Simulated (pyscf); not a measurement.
A first-order saddle from PySCF, ωB97X-D3(BJ)/def2-SVP:

```xyz
8

O      1.3544     1.7669     0.6381
Ge     0.6182     0.6415    -0.2603
O      0.2073    -0.2909    -1.5936
C     -0.9136    -0.6257     0.7850
H     -0.5577    -0.7181    -0.5053
H     -0.2658    -1.0040     1.5902
H     -1.5928    -1.4543     0.5098
H     -1.5501     0.1932     1.1529
```

Surface: singlet, charge 0. Lowest wavenumbers (cm⁻¹): 1694i, 147, 206, 210, 317.

**Question.** Name the species on either side of this saddle.

**Answer.** O=Ge=O + CH₄ ⇌ H₃C–Ge(=O)–OH, an addition across a multiple bond or ene-type step read from left to right: C–H broken and C–Ge, H–O formed. At CCSD(T)/def2-TZVPP + ΔMP2(QZVPP) it lies +134.8 kJ/mol from the left side and +305.3 kJ/mol from the right (each side as separated species at their lowest minima found). On the product side the descent ends in a point that may be a rotor saddle (no frequency run), 18.4 kJ/mol over the lowest minimum found and 293.7 kJ/mol under the saddle at ωB97X-D3(BJ)/def2-TZVP. At ωB97X-D3(BJ)/def2-TZVP the barrier from the zero used here is 125.9 kJ/mol. One saddle was located; it need not be the lowest between these sides. The CCSD(T) − MP2 part came from Ansatz, without density fitting, on the same reference. The frozen core leaves the outer d or s,p core shells of the metals and heavy elements correlated in the MP2 and CC values, and def2-TZVPP describes them poorly, which can shift differences by a few kcal/mol. Elements up to Kr have no core potential and no relativistic terms here.
